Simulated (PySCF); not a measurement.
# BH2Cl (SMILES BCl): CCSDT(Q)/STO-3G

What is the energy change on altering one bond length of BH2Cl at CCSDT(Q)/STO-3G? The job is set up through a Python script.

The results are computed with PySCF 2.14.0.

10 further runs of the same task are left out: 10 set aside as unsound or not needed.

### Step 1. The structure to begin with

BH2Cl has 4 atoms, charge 0, and is taken as a singlet. SMILES: `BCl`. Geometry: relaxed at PBE0-D4/def2-TZVP.

Bond lengths: B1–Cl2 1.733 Å, B1–H3 1.190 Å, B1–H4 1.190 Å. Angles: Cl2–B1–H3 118.1°, Cl2–B1–H4 118.1°, H3–B1–H4 123.7°.

### Step 2. A single-point energy at CCSDT(Q)/STO-3G

input.py

```python
from pyscf import gto, scf, cc

mol = gto.Mole()
mol.atom = '''
B       -0.116700       0.021700      -0.075300
Cl       1.365000      -0.395300       0.721200
H       -1.106200      -0.559500       0.240400
H       -0.086600       0.872800      -0.906600
'''
mol.spin = 0
mol.basis = 'sto-3g'
mol.verbose = 3
mol.max_memory = 1860
mol.build()

mf = scf.RHF(mol)
mf.conv_tol = 1e-10
mf.kernel()
if not mf.converged:
    mf = mf.newton().run(mf.mo_coeff, mf.mo_occ)

mycc = cc.CCSDT(mf, frozen=6)
mycc.kernel()
e_bracket, e_q = mycc.ccsdt_q()
e_tot = mycc.e_tot + e_q
print(f'total energy: {e_tot:.8f} hartree')
```

On the command line:

```bash
$ OMP_NUM_THREADS=1 python input.py
```

The program printed:

```text
converged SCF energy = -480.128634949021
_make_eris_incore_RCCSDT

WARN: A large `blksize` is being used, which may cause large memory consumption
      for storing contraction intermediates. If memory is sufficient, consider using
      `pyscf.cc.rccsdt_highm.RCCSDT` instead.

WARN: A large `blksize_oovv` is being used, which may cause large memory consumption
      for storing contraction intermediates. If memory is sufficient, consider using
      `pyscf.cc.rccsdt_highm.RCCSDT` instead.

WARN: A large `blksize_oooo` is being used, which may cause large memory consumption
      for storing contraction intermediates. If memory is sufficient, consider using
      `pyscf.cc.rccsdt_highm.RCCSDT` instead.

RCCSDT converged
E(RCCSDT) = -480.1896855807748   E_corr = -0.06105063175332323
E_corr(same-spin) = -0.00565885373123462
E_corr(oppo-spin) = -0.0553917780220886
_make_eris_incore_RCCSDT
total energy: -480.18966078 hartree
```

It took 1.1 s on 1 thread of Arm Neoverse V1, shared host; peak memory 0.1 GiB.

### Step 3. The distorted shape at the same level

input.py

```python
from pyscf import gto, scf, cc

mol = gto.M(
    atom='''
B       -0.857556       0.230202      -0.473553
Cl       1.365000      -0.395300       0.721200
H       -1.847056      -0.350998      -0.157853
H       -0.827456       1.081302      -1.304853
''',
    spin=0,
    max_memory=1860,
    verbose=4,
    basis='sto-3g',
)

mf = scf.RHF(mol)
mf.conv_tol = 1e-10
mf.kernel()
if not mf.converged:
    mf = mf.newton().run(mf.mo_coeff, mf.mo_occ)

mycc = cc.CCSDT(mf, frozen=6)
mycc.kernel()
e_bracket, e_q = mycc.ccsdt_q()
e_final = mycc.e_tot + e_q
print('E = %.10f Eh' % e_final)
```

On the command line:

```bash
$ OMP_NUM_THREADS=1 python input.py
```

The program printed:

```text
PySCF version 2.14.0

[INPUT] num. atoms = 4
[INPUT] num. electrons = 24
[INPUT] charge = 0
[INPUT] spin (= nelec alpha-beta = 2S) = 0
[INPUT] symmetry False subgroup None
[INPUT] Mole.unit = angstrom
[INPUT] Symbol           X                Y                Z      unit          X                Y                Z       unit  Magmom
[INPUT]  1 B     -0.857556000000   0.230202000000  -0.473553000000 AA   -1.620545976478   0.435018733327  -0.894885475466 Bohr   0.0
[INPUT]  2 Cl     1.365000000000  -0.395300000000   0.721200000000 AA    2.579476160031  -0.747008737041   1.362870481036 Bohr   0.0
[INPUT]  3 H     -1.847056000000  -0.350998000000  -0.157853000000 AA   -3.490429976735  -0.663290090270  -0.298298937941 Bohr   0.0
[INPUT]  4 H     -0.827456000000   1.081302000000  -1.304853000000 AA   -1.563665220128   2.043364637944  -2.465814802817 Bohr   0.0

nuclear repulsion = 27.4026561157138
number of shells = 10
number of NR pGTOs = 48
number of NR cGTOs = 16
basis = sto-3g
ecp = {}

******** <class 'pyscf.scf.hf.RHF'> ********
method = RHF
initial guess = minao
damping factor = 0
level_shift factor = 0
DIIS = <class 'pyscf.scf.diis.CDIIS'>
diis_start_cycle = 1
diis_space = 8
diis_damp = 0
SCF conv_tol = 1e-10
SCF conv_tol_grad = None
SCF max_cycles = 50
direct_scf = True
direct_scf_tol = 1e-13
Set gradient conv threshold to 1e-05
Initial guess from minao.
init E= -479.148278002858
  HOMO = -0.349899383172357  LUMO = 0.0652308606771026  gap/eV = 11.29627
cycle= 1 E= -479.872723773895  delta_E= -0.724  |g|= 0.303  |ddm|= 1.84
  HOMO = -0.190778101564875  LUMO = 0.00143982958682409  gap/eV = 5.23052
cycle= 2 E= -479.970292150865  delta_E= -0.0976  |g|= 0.112  |ddm|= 1.17
  HOMO = -0.302531919213459  LUMO = 0.122583361655147  gap/eV = 11.56798
cycle= 3 E= -479.977528011999  delta_E= -0.00724  |g|= 0.031  |ddm|= 0.223
  HOMO = -0.323844235431014  LUMO = 0.127872749706031  gap/eV = 12.29185
cycle= 4 E= -479.978604408252  delta_E= -0.00108  |g|= 0.005  |ddm|= 0.107
  HOMO = -0.320240776578177  LUMO = 0.122180116456264  gap/eV = 12.03889
cycle= 5 E= -479.978640988744  delta_E= -3.66e-05  |g|= 0.00132  |ddm|= 0.0199
  HOMO = -0.320787421188018  LUMO = 0.12351491641585  gap/eV = 12.09008
cycle= 6 E= -479.978643864669  delta_E= -2.88e-06  |g|= 0.000221  |ddm|= 0.0066
  HOMO = -0.32115089841258  LUMO = 0.123716366383833  gap/eV = 12.10545
cycle= 7 E= -479.978643904071  delta_E= -3.94e-08  |g|= 2.15e-05  |ddm|= 0.000644
  HOMO = -0.321184806273623  LUMO = 0.123741640111844  gap/eV = 12.10707
cycle= 8 E= -479.978643904631  delta_E= -5.61e-10  |g|= 1.22e-06  |ddm|= 9.67e-05
  HOMO = -0.321184611716014  LUMO = 0.123741990455429  gap/eV = 12.10707
cycle= 9 E= -479.978643904633  delta_E= -1.82e-12  |g|= 1.51e-07  |ddm|= 6.38e-06
  HOMO = -0.321184572472639  LUMO = 0.123741974101071  gap/eV = 12.10707
Extra cycle  E= -479.978643904634  delta_E= -7.96e-13  |g|= 6.25e-08  |ddm|= 4.64e-07
converged SCF energy = -479.978643904634

******** <class 'pyscf.cc.rccsdt.RCCSDT'> ********
RCCSDT nocc = 6, nmo = 10
Allocating only the i<=j<=k part of the T3 amplitude in memory
frozen orbitals 6
max_cycle = 50
conv_tol = 1e-07
conv_tol_normt = 1e-06
diis with the T3 amplitude
diis_space = 6
diis_start_cycle = 0
diis_start_energy_diff = 1e+09
einsum_backend: numpy
_make_eris_incore_RCCSDT
blksize  6    blksize_oovv  4    blksize_oooo  4    blksize_vvvv  1

WARN: A large `blksize` is being used, which may cause large memory consumption
      for storing contraction intermediates. If memory is sufficient, consider using
      `pyscf.cc.rccsdt_highm.RCCSDT` instead.

WARN: A large `blksize_oovv` is being used, which may cause large memory consumption
      for storing contraction intermediates. If memory is sufficient, consider using
      `pyscf.cc.rccsdt_highm.RCCSDT` instead.

WARN: A large `blksize_oooo` is being used, which may cause large memory consumption
      for storing contraction intermediates. If memory is sufficient, consider using
      `pyscf.cc.rccsdt_highm.RCCSDT` instead.

Approximate memory usage estimate
    T3 memory                28.0 KB
    R3 memory                28.0 KB
    Symmetrized T3 memory    21.0 KB
    ERIs memory              78.1 KB
    T1-ERIs memory           78.1 KB
    Intermediates memory     78.1 KB
    Block workspace          80.0 KB
    T3 einsum buffer         80.0 KB
Total estimated memory        471 KB
Init t2, MP2 energy = -480.032765453477  E_corr(MP2) -0.054121548843
Init E_corr(RCCSDT) = -0.0541215488431563
cycle =  1  E_corr(RCCSDT) = -0.067265246180  dE = -1.314369733670e-02  norm(d tamps) = 8.68414667e-02
cycle =  2  E_corr(RCCSDT) = -0.076713117978  dE = -9.447871797861e-03  norm(d tamps) = 5.14159032e-02
cycle =  3  E_corr(RCCSDT) = -0.079070697426  dE = -2.357579448780e-03  norm(d tamps) = 3.22740644e-02
cycle =  4  E_corr(RCCSDT) = -0.083997581612  dE = -4.926884185363e-03  norm(d tamps) = 2.25550906e-02
cycle =  5  E_corr(RCCSDT) = -0.084596593846  dE = -5.990122339781e-04  norm(d tamps) = 7.71983283e-03
cycle =  6  E_corr(RCCSDT) = -0.084495540221  dE =  1.010536251439e-04  norm(d tamps) = 2.76095749e-03
cycle =  7  E_corr(RCCSDT) = -0.084436205093  dE =  5.933512771900e-05  norm(d tamps) = 1.86874800e-03
cycle =  8  E_corr(RCCSDT) = -0.084463282141  dE = -2.707704796368e-05  norm(d tamps) = 1.50388719e-03
cycle =  9  E_corr(RCCSDT) = -0.084459941892  dE =  3.340249212669e-06  norm(d tamps) = 9.86661933e-04
cycle = 10  E_corr(RCCSDT) = -0.084508688029  dE = -4.874613687864e-05  norm(d tamps) = 3.97238092e-04
cycle = 11  E_corr(RCCSDT) = -0.084517536548  dE = -8.848519396490e-06  norm(d tamps) = 2.00125365e-04
cycle = 12  E_corr(RCCSDT) = -0.084522597488  dE = -5.060940132945e-06  norm(d tamps) = 5.45922798e-05
cycle = 13  E_corr(RCCSDT) = -0.084524374187  dE = -1.776698878173e-06  norm(d tamps) = 2.57721737e-05
cycle = 14  E_corr(RCCSDT) = -0.084525152555  dE = -7.783683190904e-07  norm(d tamps) = 1.25919831e-05
cycle = 15  E_corr(RCCSDT) = -0.084525290011  dE = -1.374555320677e-07  norm(d tamps) = 5.68776919e-06
cycle = 16  E_corr(RCCSDT) = -0.084525500861  dE = -2.108502142467e-07  norm(d tamps) = 3.43270953e-06
cycle = 17  E_corr(RCCSDT) = -0.084525545985  dE = -4.512421343528e-08  norm(d tamps) = 1.01309620e-06
cycle = 18  E_corr(RCCSDT) = -0.084525575783  dE = -2.979757840471e-08  norm(d tamps) = 2.63846912e-07
RCCSDT converged
E(RCCSDT) = -480.0631694804169   E_corr = -0.08452557578286593
E_corr(same-spin) = -0.00278140689120091
E_corr(oppo-spin) = -0.081744168891665
_make_eris_incore_RCCSDT
[Q] correction =  1.919076557330e-04    (Q) correction = -1.108190118016e-04
E = -480.0632802994 Eh
```

Wall time 1.2 s (1 thread of Arm Neoverse V1, shared host); peak memory 0.1 GiB.

### Step 4. Outcome

Level: CCSDT(Q)/STO-3G, 6 core orbitals frozen.

| quantity | value |
| --- | --- |
| first shape: total energy | -480.18966 Eh |
| first shape: dipole moment (Hartree–Fock density) | 1.50 D |
| first shape: HOMO energy (Hartree–Fock orbitals) | -10.58 eV |
| first shape: LUMO energy (Hartree–Fock orbitals) | 5.63 eV |
| first shape: HOMO–LUMO gap (Hartree–Fock orbitals) | 16.21 eV |
| first shape: correlation energy (6 core orbitals frozen) | -61.0 mEh |
| first shape: T1 diagnostic | 0.014 |
| distorted shape: total energy | -480.06328 Eh |
| distorted shape: dipole moment (Hartree–Fock density) | 4.86 D |
| distorted shape: HOMO energy (Hartree–Fock orbitals) | -8.74 eV |
| distorted shape: LUMO energy (Hartree–Fock orbitals) | 3.37 eV |
| distorted shape: HOMO–LUMO gap (Hartree–Fock orbitals) | 12.11 eV |
| distorted shape: correlation energy (6 core orbitals frozen) | -84.6 mEh |
| distorted shape: T1 diagnostic | 0.031 |
| energy change with the B1–Cl2 bond stretched from 1.733 to 2.600 Å | 3.439 eV |

**Reading.** With the B1–Cl2 bond stretched from 1.733 to 2.600 Å the energy rises by 3.44 eV (79 kcal/mol). The first shape isn't relaxed at this level, so the change isn't measured from a minimum. The minimal basis adds a large error of its own. Mulliken charges (first shape) of the mean-field density run from -0.22 on Cl2 to +0.29 on B1. The T1 diagnostic (distorted shape) of 0.031 is above the customary mark for such species, so a single reference may not serve. Mulliken charges (distorted shape) of the mean-field density run from -0.40 on Cl2 to +0.40 on B1.
